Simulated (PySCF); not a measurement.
CHO, SMILES [CH]=O (connectivity only; charge and spin as stated), charge +1, multiplicity 1.

Geometry optimised at B3LYP-D3(BJ)/def2-TZVPD. The isomer is the one that the SMILES or the coordinates give; other isomers of the formula were not compared.

Level of theory: M06-2X/def2-TZVPD in PySCF.

The molecule is in vacuum.

| Quantity | Value |
|---|---|
| total energy | -113.55099 hartree |
| point group | C∞v |
| highest occupied level | -24.52 eV |
| lowest empty level | -8.76 eV |
| orbital gap | 15.75 eV |
| dipole moment about the centre of nuclear charge | 0.790 e·Å |
| mean static polarisability | 9.6 bohr³ (1.42 Å³) |
| polarisability, principal values | 7.5, 7.5, 13.7 bohr³ |
